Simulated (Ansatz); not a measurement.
# NH2 (SMILES [NH2]) at 6 levels

We compute a comparison of 6 runs (UHF/3-21G, UBLYP/3-21G, UCAM-B3LYP/3-21G, UCAM-B3LYP/6-31G*, UMP2/6-31G*, UCCSD(T)/3-21G) of NH2. 

Program for the calculation: Ansatz 0.2.0.

48 further runs of the same task are left out: 48 set aside as unsound or not needed.

## Step 1: The system as given

NH2: 3 atoms, total charge 0, spin state doublet. SMILES: `[NH2]`. The H2–N1 distance was set to 1.521 Å, away from the relaxed value. At this shape a bond of the SMILES string is far longer than usual.

Bond lengths: N1–H3 1.014 Å. A long bond or contact: N1–H2 1.521 Å.

## Step 2: A single-point energy at UHF/3-21G (run 1)

molecule.yaml reads:

```yaml
crystal:
  periodic: [false, false, false]
  atoms:
    - {symbol: "N", position_ang: [0.382979, -0.683440, 0.139765]}
    - {symbol: H, position_ang: [0.155580, 0.820260, 0.174790]}
    - {symbol: H, position_ang: [-0.386961, -1.139270, -0.337895]}
basis:
  gaussian: {orbitals: 3-21G.json}
magnetization: {spin_polarized: true, initial_magnetization: 1}
accuracy: high
hamiltonian: {xc: hf}
```

The basis set 3-21G is read from a file made from the Basis Set Exchange's data (not shown).

Started as:

```
$ ansatz run molecule.yaml --threads 1 --pin off --max-ram 2610MiB --events-out events.jsonl --progress --plain --runs-dir runs
```

What it wrote:

```text
Warning: RAYON_NUM_THREADS=1 ignored (pool sized by the plan → 1); use --threads N
Functional definition: HF
  name "HF"
  exchange = exact_x
  correlation = 0
248 factors; integrals over basis functions are off by at most 7.4e-9 eV
mean field evaluation 1: about -1500.5372 eV, gradient 9.0e0 eV
mean field evaluation 2: about -1500.5364 eV, gradient 9.0e0 eV
mean field evaluation 4: about -1501.1107 eV, gradient 1.4e0 eV
mean field evaluation 8: about -1500.9506 eV, gradient 6.5e-1 eV
mean field evaluation 16: about -1501.4373 eV, gradient 6.2e-8 eV
mean field evaluation 32: about -1501.1503 eV, gradient 1.0e0 eV
mean field -1501.43729093 eV, -55.1768027311 hartree, gradient 1.9e-8 eV, S^2 1.153269; 1 other end points of the search recorded, 0 dependent functions left out
reference -1501.43729093 eV, -55.1768027311 hartree; 5, 4 occupied and 8, 9 virtual orbitals, 248 factors
Total energy: -1501.43729093 eV, -55.1768027311 hartree
```

Run time: 0.08 s. Hardware: 1 thread of Arm Neoverse V1, shared host.

## Step 3: The energy at UBLYP/3-21G (run 2)

input.yaml reads:

```yaml
crystal:
  periodic: [false, false, false]
  atoms:
    - {symbol: N, position_ang: [0.382979, -0.683440, 0.139765]}
    - {symbol: H, position_ang: [0.155580, 0.820260, 0.174790]}
    - {symbol: H, position_ang: [-0.386961, -1.139270, -0.337895]}
basis:
  gaussian:
    orbitals: 3-21G.json
accuracy: high
hamiltonian:
  xc: {name: BLYP}
magnetization:
  spin_polarized: true
  initial_magnetization: 1
```

The basis set 3-21G is read from a file made from the Basis Set Exchange's data (not shown).

Started as:

```
$ ansatz run input.yaml --threads 1 --pin off --max-ram 2610MiB --events-out events.jsonl --progress --plain --runs-dir runs
```

What it wrote:

```text
Warning: RAYON_NUM_THREADS=1 ignored (pool sized by the plan → 1); use --threads N
Functional definition: BLYP
  name "BLYP"
  parameter beta = 0.0042
  parameter a = 0.04918
  parameter b = 0.132
  parameter c = 0.2533
  parameter d = 0.349
  exchange = b88_x(beta = beta)
  correlation = lyp_c(a = a, b = b, c = c, d = d)
248 factors; integrals over basis functions are off by at most 7.4e-9 eV
mean field evaluation 1: about -1506.9807 eV, gradient 2.3e1 eV
mean field evaluation 2: about -1497.8760 eV, gradient 4.1e1 eV
mean field evaluation 4: about -1509.4901 eV, gradient 2.2e0 eV
mean field evaluation 8: about -1509.5285 eV, gradient 7.6e-2 eV
mean field evaluation 16: about -1509.5289 eV, gradient 1.2e-5 eV
mean field -1509.52886947 eV, -55.4741627576 hartree, gradient 2.2e-8 eV, S^2 0.762810; 0 other end points of the search recorded, 0 dependent functions left out
reference -1509.52889498 eV, -55.4741636950 hartree; 5, 4 occupied and 8, 9 virtual orbitals, 248 factors
Total energy: -1509.52889498 eV, -55.4741636950 hartree
```

Run time: 0.62 s. Hardware: 1 thread of Arm Neoverse V1, shared host.

Runs 3 to 5 aren't shown in full; the table further down has their settings and results.

## Step 4: A single-point energy at UCCSD(T)/3-21G (run 6)

in.yaml reads:

```yaml
crystal:
  periodic: [false, false, false]
  atoms:
    - symbol: N
      position_ang: [0.382979, -0.683440, 0.139765]
    - symbol: H
      position_ang: [0.155580, 0.820260, 0.174790]
    - symbol: H
      position_ang: [-0.386961, -1.139270, -0.337895]
basis:
  gaussian:
    orbitals: 3-21G.json
correlation:
  method: ccsd_t
  frozen_orbitals: {H: 0, "N": 1}
scf:
  omitted_lower_state_checks: [cluster_reference, increment]
accuracy: high
magnetization:
  spin_polarized: true
  initial_magnetization: 1
```

The basis set 3-21G is read from a file made from the Basis Set Exchange's data (not shown).

Started as:

```
$ ansatz run in.yaml --threads 1 --pin off --max-ram 2610MiB --events-out events.jsonl --progress --plain --runs-dir runs
```

What it wrote:

```text
Warning: RAYON_NUM_THREADS=1 ignored (pool sized by the plan → 1); use --threads N
[... 13 lines left out ...]
1 core orbitals not correlated: weight in the atoms' cores, before any rotation towards them, 1.000 or more for the frozen orbitals, at most 0.000 for the correlated occupied ones
[... 33 lines left out ...]
Total energy: -1504.38955542 eV, -55.2852964499 hartree
Checks for a lower state left out: cluster_reference, increment
```

It took 0.28 s on 1 thread of Arm Neoverse V1, shared host.

## Step 5: The series

```
run                                    level  frozen core orbitals  energy (Eh)   ⟨S²⟩  wall time
  1                                UHF/3-21G                     –   -55.176803  1.153     0.08 s
  2                              UBLYP/3-21G                     –   -55.474164  0.763     0.62 s
  3                         UCAM-B3LYP/3-21G                     –   -55.457956  0.783     0.89 s
  4  UCAM-B3LYP/6-31G* (spherical functions)                     –   -55.764105  0.777      1.1 s
  5        UMP2/6-31G* (spherical functions)                     1   -55.597788  1.144     0.18 s
  6                           UCCSD(T)/3-21G                     1   -55.285296  1.153     0.28 s
```

## Step 6: Outcome

```
                                         quantity         value
                              run 6: total energy  -55.28530 Eh
run 6: correlation energy (1 core orbital frozen)    -108.5 mEh
                            run 6: (T) correction     -2.10 mEh
         run 6: ⟨S²⟩ of the reference determinant         1.153
                             run 6: T1 diagnostic         0.079
```

In words: Totals of different functionals can't be ranked against each other. Spin contamination of the reference: run 1 ⟨S²⟩ = 1.15, run 6 ⟨S²⟩ = 1.15, run 5 ⟨S²⟩ = 1.14. All runs together took 3.1 s, the longest 1.1 s.
